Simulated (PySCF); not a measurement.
Gas-phase reaction: 2 BHCl₂ = BCl₃ + HCl + BH

Energies from PySCF (xtb for GFN2), thermal terms from the rigid-rotor harmonic-oscillator model, ideal gas at 1 bar. † marks an energy on the PBE0/def2-TZVP geometry and frequencies; other levels use their own. MP2 freezes the core. 6-31G* has spherical d functions here. All species are closed-shell singlets. B3LYP is the form with VWN-RPA correlation. MP2 isn't extrapolated to the basis-set limit; its ΔH°(298 K) is 481.6 kJ in def2-SVP and 468.5 kJ in def2-TZVPP. The harmonic model lacks anharmonicity and excited electronic states, which grow with temperature; levels with a mode under 35 cm⁻¹ are left out.

```json
[
 {"level": "B3LYP/6-31G*", "ΔE electronic, kJ": "510", "ΔH°(298 K), kJ": "491", "ΔS°(298 K), J/K": "112", "ΔG°(600 K), kJ": "422"},
 {"level": "B3LYP/def2-TZVP†", "ΔE electronic, kJ": "483", "ΔH°(298 K), kJ": "465", "ΔS°(298 K), J/K": "112", "ΔG°(600 K), kJ": "396"},
 {"level": "GFN2-xTB", "ΔE electronic, kJ": "580", "ΔH°(298 K), kJ": "564", "ΔS°(298 K), J/K": "113", "ΔG°(600 K), kJ": "494"},
 {"level": "M06-2X/def2-TZVP†", "ΔE electronic, kJ": "486", "ΔH°(298 K), kJ": "468", "ΔS°(298 K), J/K": "112", "ΔG°(600 K), kJ": "399"},
 {"level": "MP2/def2-TZVPP†", "ΔE electronic, kJ": "487", "ΔH°(298 K), kJ": "469", "ΔS°(298 K), J/K": "112", "ΔG°(600 K), kJ": "399"},
 {"level": "PBE0/def2-TZVP", "ΔE electronic, kJ": "500", "ΔH°(298 K), kJ": "482", "ΔS°(298 K), J/K": "112", "ΔG°(600 K), kJ": "413"},
 {"level": "r2SCAN/def2-TZVP†", "ΔE electronic, kJ": "510", "ΔH°(298 K), kJ": "492", "ΔS°(298 K), J/K": "112", "ΔG°(600 K), kJ": "423"},
 {"level": "LDA/def2-TZVP†", "ΔE electronic, kJ": "541", "ΔH°(298 K), kJ": "523", "ΔS°(298 K), J/K": "112", "ΔG°(600 K), kJ": "454"},
 {"level": "ωB97X-V/def2-TZVP†", "ΔE electronic, kJ": "485", "ΔH°(298 K), kJ": "467", "ΔS°(298 K), J/K": "112", "ΔG°(600 K), kJ": "398"}
]
```
ΔH° is lowest at B3LYP/def2-TZVP† and highest at GFN2-xTB. No reference value is set beside these.
